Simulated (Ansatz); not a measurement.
Start from `C#CCO` and change one atom or group to get `OCC#CF`.

Ansatz, PBE0-D4/def2-TZVP geometries, multiplicity 1. Each molecule was computed in one conformer, which needn't be the lowest.

```
                                                                                  property  `C#CCO`
                                                     LUMO energy (ωB97M-V/def2-TZVPP) / eV     2.19
                                                      HOMO–LUMO gap (PBE0/def2-TZVPP) / eV     8.23
                                          size of the dipole moment (B3LYP/def2-TZVPP) / D     1.35
                                                     HOMO energy (ωB97M-V/def2-TZVPP) / eV   -10.19
ideal-gas entropy at 298 K and 1 bar (rigid rotor, harmonic PBE0-D4/def2-TZVP) / J/(mol·K)      285
                                        size of the dipole moment (ωB97M-V/def2-TZVPP) / D     1.36
```

Task: Give the same properties after the change, and the shifts. (Estimate.)

Result: The calculation gave: 
```json
{"property": "LUMO energy (ωB97M-V/def2-TZVPP) / eV", "`OCC#CF`": "2.27", "shift": "0.08"}
{"property": "HOMO–LUMO gap (PBE0/def2-TZVPP) / eV", "`OCC#CF`": "8.44", "shift": "0.21"}
{"property": "size of the dipole moment (B3LYP/def2-TZVPP) / D", "`OCC#CF`": "1.17", "shift": "-0.18"}
{"property": "HOMO energy (ωB97M-V/def2-TZVPP) / eV", "`OCC#CF`": "-10.10", "shift": "0.09"}
{"property": "ideal-gas entropy at 298 K and 1 bar (rigid rotor, harmonic PBE0-D4/def2-TZVP) / J/(mol·K)", "`OCC#CF`": "308", "shift": "23"}
{"property": "size of the dipole moment (ωB97M-V/def2-TZVPP) / D", "`OCC#CF`": "1.17", "shift": "-0.19"}
```

With PBE0 the HOMO rises by 0.08 eV and the LUMO rises by 0.29 eV, so the gap widens by about 0.21 eV. PBE moves the HOMO by 0.10 eV and ωB97M-V by 0.09 eV. Dipoles are sizes alone; their direction can turn.

B3LYP here is the variant with VWN-RPA as its local correlation; programs differ in this.
